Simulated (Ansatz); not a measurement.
`N[SiH2][SiH3]`, relaxed with RKS PBE0-D4/def2-TZVP in Ansatz from a PBE-D4/def2-SVP geometry. The force threshold is 0.005 eV/Å; the program also tests the step.

Charge 0, multiplicity 1.

Start:

```xyz
10

N     0.657    1.253   -1.111
Si    0.837   -0.234   -0.200
Si   -1.147   -0.551    1.021
H    -0.154    1.331   -1.732
H     1.485    1.624   -1.587
H     2.004   -0.050    0.734
H     1.117   -1.500   -0.991
H    -2.335   -0.547    0.092
H    -1.340    0.547    2.032
H    -1.125   -1.873    1.743
```

(1) How much energy does the relaxation release, and in how many steps? (An estimate is asked.)

(2) Which bonds change most? (An estimate is asked.)

(3) Give the relaxed structure. (An estimate is asked.)

Answers

(1) Ansatz gave: 3.67 kJ/mol, in 6 steps.

(2) The calculation gave: N1–Si2 from 1.754 to 1.724 Å; Si2–H7 from 1.518 to 1.497 Å; Si3–H10 from 1.507 to 1.489 Å; Si3–H9 from 1.505 to 1.488 Å.

(3) Computed: 
```xyz
10

N     0.669    1.213   -1.134
Si    0.827   -0.227   -0.198
Si   -1.146   -0.548    1.021
H    -0.145    1.343   -1.712
H     1.484    1.612   -1.572
H     1.986   -0.039    0.717
H     1.101   -1.477   -0.975
H    -2.320   -0.549    0.102
H    -1.346    0.531    2.026
H    -1.110   -1.859    1.725
```
